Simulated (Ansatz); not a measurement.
Species, as SMILES: [SH] (SH), doublet.
Atoms: S1, H2. Bonds: S1-H2.

Basis-set convergence of the optimised S1-H2 bond length at HF with Ansatz (a quantum-chemistry and plane-wave program). All functions are spherical. The program fits the integrals of some runs and decomposes those of others, by size. Core-valence sets carry the plain set on hydrogen. Open shells are unrestricted. No added dispersion term, no relativity. Reference: the value in aug-cc-pV(5+d)Z, 1.3293 Å, itself unsure by roughly 0.0003 Å (its mean distance from pcseg-4, aug-pcseg-3, aug-cc-pV(Q+d)Z). Deviations are taken from unrounded values.

```
basis        functions
-----------  ---------
def2-SV(P)          20
def2-SVP            23
aug-pcseg-1         36
def2-TZVP           43
def2-TZVPP          56
aug-pcseg-2         73
cc-pCVTZ            73
def2-QZVPP         100
aug-pcseg-3        138
```

### Question
Which is the smallest set listed that can be trusted to 0.003 Å here, that is, within that of the reference together with its larger relatives (same family, alike in diffuse functions; a set with none to test it counts only in the reference's own line)?

### Answer
The smallest set listed that lies within 0.003 Å of the reference with all its larger relatives (same family, alike in diffuse functions; a set with none counts only in the reference's own line) is def2-TZVP (43 functions, 0.0018 Å off). Inside, with no larger relative to test it: cc-pCVTZ. Value minus reference: def2-SV(P) 0.0122, def2-SVP 0.0088, aug-pcseg-1 0.0087, def2-TZVP 0.0018, def2-TZVPP 0.0012, aug-pcseg-2 0.0014, cc-pCVTZ 0.0016, def2-QZVPP 0.0003, aug-pcseg-3 0.0005 Å.
